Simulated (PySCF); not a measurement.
Computed shifts of a molecule C3H9N, PBE0/pcSseg-1 (PySCF), GIAO, gas phase, atoms alike by connectivity averaged where their shifts nearly agree, in ppm (number of nuclei): ¹³C: 49.1 (3). ¹⁵N: 32.7 (1). ¹H: 2.33 (9). References: ¹³C against TMS (σ = 186.3 ppm); ¹⁵N against NH3 (σ = 267.4 ppm); ¹H against TMS (σ = 31.56 ppm), references at their B3LYP-D3(BJ)/def2-TZVP geometries, non-relativistic. Geometry optimised at B3LYP-D3(BJ)/def2-SVP. Other conformers were not sampled.

Q: Which molecule gave these data?
A. CN(C)C
B. CCCN
C. CC(C)N
D. CCNC

A: A, CN(C)C
